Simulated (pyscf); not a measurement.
This saddle point was located with ωB97X-D3(BJ)/def2-SVP in PySCF.

```xyz
11

As    -2.5961    -0.2137    -0.3286
In    -1.4905     0.7128     1.8032
H     -1.1003    -1.0061    -0.8651
H     -2.7487     1.0264    -1.1809
H     -1.1616    -0.5157     2.9610
H     -1.3007     2.4062     1.9902
Si    -0.0013     0.3362    -0.7836
H     -0.0088    -1.3391    -0.8146
H      0.5862     0.2426     0.6172
H      0.8720     0.2499    -2.0019
H     -0.3880     1.7969    -0.8432
```

Surface: singlet, charge 0. Lowest wavenumbers (cm⁻¹): 1569i, 105, 181, 196, 251.

Question: Which two sides does it connect, and which bonds change?

Answer: H₂As–InH₂ + SiH₄ ⇌ H₃Si–AsH–InH₂ + H₂, a four-centre exchange read from left to right: As–H, H–Si broken and As–Si, H–H formed. At ωB97M-D3(BJ)/def2-TZVP it lies +62.8 kcal/mol from the left side and +65.2 kcal/mol from the right (each side as separated species at their lowest minima found). On the reactant side the descent ends in a complex, 6.0 kcal/mol under the separated species and 63.0 kcal/mol under the saddle at ωB97X-D3(BJ)/def2-TZVP. On the product side the descent ends in an adduct with a In–Si contact (not fully relaxed), 1.1 kcal/mol under the separated species and 67.6 kcal/mol under the saddle at ωB97X-D3(BJ)/def2-TZVP. At the saddle there is also a short H–Si contact that neither side keeps. At ωB97X-D3(BJ) the barrier from the zero used here is 57.0 kcal/mol. From the product side, H₃Si–AsH• + InH₂• + H₂ lies, by one bond made or cut, 7.6 kcal/mol under this saddle at ωB97M-D3(BJ). The same reactants have a lower exit, to AsH₂• + InH₂• + SiH₄ (no saddle counted: cutting one bond costs +56.9 kcal/mol at ωB97M-D3(BJ), against +62.8 kcal/mol here). H₃Si–AsH–InH₂ is closed by a dative In–Si contact. One saddle was located; it need not be the lowest between these sides. Elements up to Kr have no core potential and no relativistic terms here. Elements past Kr carry the def2 core potentials, without spin-orbit coupling.
